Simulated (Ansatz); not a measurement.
Results of r²SCAN+rVV10 (Ansatz, a quantum-chemistry and plane-wave program, plane waves, PAW) for rock-salt GdN.

Settings: plane-wave cutoff 560 eV, 12×12×12 k mesh, Fermi–Dirac smearing 0.01 eV, spin-polarised with parallel moments, scalar-relativistic PAW data made under PBE.

Cell (relaxed at this level):

```cif
data_GdN
_chemical_formula_sum 'Gd1 N1'
_space_group_name_H-M_alt 'P 1'
_space_group_IT_number 1
_cell_length_a 3.50580
_cell_length_b 3.50580
_cell_length_c 3.50580
_cell_angle_alpha 60.000
_cell_angle_beta 60.000
_cell_angle_gamma 60.000
loop_
_space_group_symop_operation_xyz
  'x, y, z'
loop_
_atom_site_label
_atom_site_type_symbol
_atom_site_fract_x
_atom_site_fract_y
_atom_site_fract_z
_atom_site_occupancy
Gd1 Gd 0.00000 0.00000 0.00000 1
N1 N 0.50000 0.50000 0.50000 1
```
Starting moments (μB, in the order of the record's atoms Gd N): 7.0 0.0.

Problem. Predict the bulk modulus B0, magnetic moment (largest site, within a sphere) and pressure derivative B′ of the bulk modulus.

Solution. 
- bulk modulus B0: 163 GPa
- magnetic moment (largest site, within a sphere): 6.92 μB
- pressure derivative B′ of the bulk modulus: 4.1

Measured, for comparison: bulk modulus 192 ± 35 GPa (temperature not stated, not corrected to a static lattice; as tabulated in Doll (2008), arXiv:0801.3152). Computed (rounded) less measured: bulk modulus -15 % (inside the measured uncertainty).

Note: the 4f shell is treated without U or exact exchange, so its levels and filling can be wrong.

Moments are spin moments.

Spin–orbit coupling is not included; it can open a gap where bands touch, and shift volumes and moduli.

Static lattice: no zero-point or thermal effects.

Cost on a shared machine: around 5 core-minutes (rough).
